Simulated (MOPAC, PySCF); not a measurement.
C$_{2}$H$_{6}$S, SMILES `CSC`, neutral singlet in the gas phase. 

Z-matrix (Å, degrees):
```
S
C 1 1.8027
H 2 1.0991 1 107.08
H 2 1.1012 3 108.53 1 120.57
H 2 1.1012 3 108.53 4 118.86
C 1 1.8027 2 99.60 3 -180.00
H 6 1.0991 1 107.08 2 -180.00
H 6 1.1012 7 108.53 1 120.57
H 6 1.1012 7 108.53 8 118.86
```
Charge 0, multiplicity 1.

All levels are single points at this geometry (PBE0-D3(BJ)/def2-SVP); Pople sets use spherical d functions. Orbital energies aren't observables, and empty levels follow the basis.

```csv
level,HOMO (eV),LUMO (eV),gap (eV),dipole (D),"vertical IE, Delta-SCF (eV)"
PBE0-D3(BJ)/def2-TZVP in PySCF,-6.25,0.99,7.24,1.58,8.55
B3LYP/LANL2DZ in PySCF,-5.92,1.53,7.45,1.88,–
HF/6-31G* in PySCF,-9.09,5.30,14.40,1.73,7.69
HF/STO-3G in PySCF,-6.66,12.60,19.26,0.88,–
PM6 in MOPAC,-8.47,0.85,9.32,1.80,–
PM7 in MOPAC,-8.40,0.26,8.66,1.81,–
```
